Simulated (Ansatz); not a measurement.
The cluster Na₃⁻, relaxed as a singlet with RKS PBE0/def2-TZVPD in Ansatz, starting from the GFN2-xTB geometry. Force threshold 0.02 eV/Å.

The structure comes from a short search, and lower isomers may exist.

Start:

```xyz
3

Na    1.3849   -1.9841    0.4384
Na   -2.0605    0.3711    1.2906
Na    0.6756    1.6130   -1.7290
```

(1) Estimate the energy that the relaxation releases and the steps that it takes.

(2) Does the start keep its bonding and symmetry?

(3) Predict the relaxed structure.

Answers

(1) 20.6 kcal/mol, in 15 steps; 21 s on 4 threads of Arm Neoverse V1 on a shared host. The force fell under the threshold at step 14, but the optimiser went on. No frequencies were taken in this run, so the end may be a saddle point.

(2) Bonds formed: Na1–Na2, Na1–Na3 (atoms count from 1). The end is the same structure that another start reached, the lowest one found. Point group D3h at the start, D∞h at the end, both within 0.05 Å.

(3) 
```xyz
3

Na   -0.003    0.004   -0.001
Na   -2.211   -1.007    2.443
Na    2.214    1.002   -2.442
```
Bond lengths (bridged metal pairs left out): 2 × Na–Na 3.45 Å.
